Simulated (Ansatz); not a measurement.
Results of rVV10 (Ansatz, a quantum-chemistry and plane-wave program, plane waves, PAW) for diamond.

Numerical settings: plane-wave cutoff 520 eV, 16×16×16 k mesh, Fermi–Dirac smearing 0.01 eV, scalar-relativistic PAW data made under PBE.

Equation-of-state points:

```csv
V (Å³/atom),E − E_lowest (meV/atom),P (GPa)
5.411,30.29,29.43
5.526,13.06,18.70
5.641,3.18,8.94
5.757,0.00,0.06
5.872,2.91,-8.03
5.987,11.36,-15.38
6.102,24.86,-22.08
```

Problem. Fit the third-order Birch–Murnaghan equation and give B0 and B′.

Solution. V0 = 5.757 Å³/atom, B0 = 423 GPa, B′ = 3.7 (fit to the energies at full precision).

Measured, for comparison: bulk modulus 455 GPa (0 K value with the zero-point phonon effect removed; as tabulated in Mejia-Rodriguez and Trickey (2018), arXiv:1807.09216); equilibrium volume per atom 5.61 Å³/atom (static lattice: zero-point anharmonic expansion removed; as tabulated in Mejia-Rodriguez and Trickey (2018), arXiv:1807.09216). Computed (rounded) less measured: bulk modulus -7 %, equilibrium volume per atom +2.7 %.

It cost very roughly 24 core-seconds of CPU time.
